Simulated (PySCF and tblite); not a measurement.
C₄H₅N, numbered as in [CH:1]1=[CH:2][CH2:3][N:4]=[CH:5]1.

The ensemble was built from 60 distance-geometry starts (ETKDG and KDG, MMFF94s, GFN2-xTB) and rests on GFN2-xTB geometries. Weights use PBE0-D3(BJ)/def2-TZVP (IEF-PCM, chloroform) energies plus GFN2-xTB zero-point and thermal terms (modes under about 100 cm⁻¹ blended into free rotors). Symmetry numbers and mirror images are counted. Conformers within 2.5 kcal/mol (GFN2-xTB free energy) were kept, 6 at most. GIAO shieldings: PBE0/pcSseg-1 (IEF-PCM, chloroform). Shifts are against TMS (¹H), TMS (¹³C), NH3 (¹⁵N) at the same level. Run with PySCF (density fitting) and tblite.

**Question.** Predict the averaged NMR shifts at 298.15 K.

**Answer.** ¹H: 8.41 (H5, 1H), 8.14 (H2, 1H), 7.01 (H1, 1H), 4.85 (H3, 2H) ppm. ¹³C: 174.1 (C5), 166.4 (C2), 135.5 (C1), 74.8 (C3) ppm. ¹⁵N: 375.8 (N4) ppm.

Unscaled ¹⁵N shifts at such levels can be off by tens of ppm; differences between conformers or isomers are more reliable. Shifts are unscaled: against experiment ¹³C can be off by 15 ppm or more and ¹H by 0.8 ppm.


¹⁵N shifts are against a computed isolated NH3 molecule, about 20 ppm from the liquid.